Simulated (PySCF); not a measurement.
Molecule: SMILES Cn1ccnc1, C4H6N2.

Numbering as in the mapped SMILES `[CH3:1][n:2]1[cH:3][cH:4][n:5][cH:6]1`. Each H is labelled by its parent atom.

Geometry PBE0-D3(BJ)/def2-SVP throughout; GIAO in PySCF 2.14, gas phase, one conformer, non-relativistic; equivalent atoms averaged; basis pcSseg-2.

Problem. How do the absolute shieldings σ depend on the functional? (a selection of nuclei; ppm; last column core-seconds on 1 thread of an Arm Neoverse V1, shared host)

Solution. 
```tsv
functional	kind	C6	C4	C3	C1	N5	N2	H(C6)	H(C3)	H(C1)	core-s
WP04	global hybrid	27.1	29.9	45.7	136.1	-58.0	61.8	24.55	24.91	28.17	33
B97-2	global hybrid	41.5	44.8	60.2	149.2	-38.1	77.2	24.18	24.44	27.80	32
BHandHLYP	global hybrid	36.0	41.2	56.7	150.7	-49.3	77.0	24.18	24.45	27.88	31
CAM-B3LYP	range-separated hybrid	33.9	37.9	53.5	148.8	-49.1	73.1	24.13	24.36	27.76	44
wB97X-D	range-separated hybrid	37.6	41.6	56.7	150.0	-44.9	75.0	24.14	24.39	27.83	42
LC-wPBE	range-separated hybrid	36.6	41.6	56.2	154.2	-41.4	80.7	24.08	24.33	27.86	59
```

Problem. Which nucleus among those listed moves most, in ppm?

Solution. N5 (pyridine-type nitrogen of an azole): from -58.0 ppm with WP04 to -38.1 ppm with B97-2. The smallest spread is 0.40 ppm, at H(C1). Proton shifts span only some 12 ppm, so a few tenths of a ppm matter as much there as several ppm in carbon.
